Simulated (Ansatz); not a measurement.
Worked example: the enthalpy of formation of C2H5Cl (SMILES CCCl)

The species is C2H5Cl (8 atoms), meant as a singlet with charge 0. As SMILES, `CCCl`. Geometry: relaxed at PBE0-D4/def2-TZVP.

```csv
atom,x (Å),y (Å),z (Å)
C,-0.4430,0.5858,-0.3110
C,0.2771,-0.6191,0.2371
Cl,1.8668,-0.1745,0.9235
H,-1.4093,0.2796,-0.7222
H,0.1351,1.0590,-1.1061
H,-0.6206,1.3250,0.4715
H,0.4750,-1.3610,-0.5357
H,-0.2810,-1.0947,1.0429
```

Total energies at MP2/6-311+G**, 7 core orbitals frozen (Ansatz 0.2.0); the atoms run unrestricted:

| species | state | energy (Eh) |
| --- | --- | --- |
| C2H5Cl | singlet | -538.628388 |
| C | triplet | -37.745874 |
| Cl | doublet | -459.586161 |
| H | doublet | -0.499810 |

Harmonic wavenumbers at PBE0-D4/def2-TZVP, in cm⁻¹: 262, 333, 692, 787, 994, 1077, 1098, 1275, 1314, 1406, 1476, 1486, 1493, 3054, 3096, 3130, 3136, 3162.

Measured heats of formation of the gaseous atoms at 298.15 K, in kJ/mol: C 716.9, Cl 121.3, H 218.0. Spin-orbit lowering of the atoms at 298 K (mean of the ground term's levels less their thermal mean, from spectra), in kJ/mol: C 0.02, Cl 3.44. Take 1 Eh = 2625.50 kJ/mol, 1 cm⁻¹ = 0.0119627 kJ/mol, RT = 2.479 kJ/mol.

Problem. What heat of formation follows?

Solution. 
1. Electronic atomisation energy: 2 × (-37.745874) + (-459.586161) + 5 × (-0.499810) − (-538.628388) = 1.051429 Eh = 2760.5 kJ/mol.
2. Zero-point energy: half the sum of the wavenumbers, 14635.5 cm⁻¹ = 175.1 kJ/mol.
3. Thermal vibrational enthalpy, Σ hcν̃/(exp(hcν̃/kT) − 1): 3.1 kJ/mol. Translation, rotation and pV of a non-linear molecule: 4 RT = 9.9 kJ/mol.
4. The 8 free atoms carry 5/2 RT each: 49.6 kJ/mol.
5. Spin-orbit coupling lowers the free atoms by 2 × 0.02 + 3.44 = 3.5 kJ/mol.
6. Atomisation enthalpy at 298 K: 2760.5 − 3.5 − 175.1 − 3.1 − 9.9 + 49.6 = 2618.5 kJ/mol.
7. Sum of the atoms' heats of formation: 2645.1 kJ/mol. Heat of formation: 2645.1 − 2618.5 = +26.6 kJ/mol.

The tabulated value is -111.2 kJ/mol (Active Thermochemical Tables), so this level is off by +137.8 kJ/mol, or 5.0 % of the atomisation enthalpy that the table implies (2756.3 kJ/mol). Perturbation theory converges slowly with the basis for atomisation. Anharmonicity and any spin-orbit splitting of the molecule are left out, and so is core correlation.
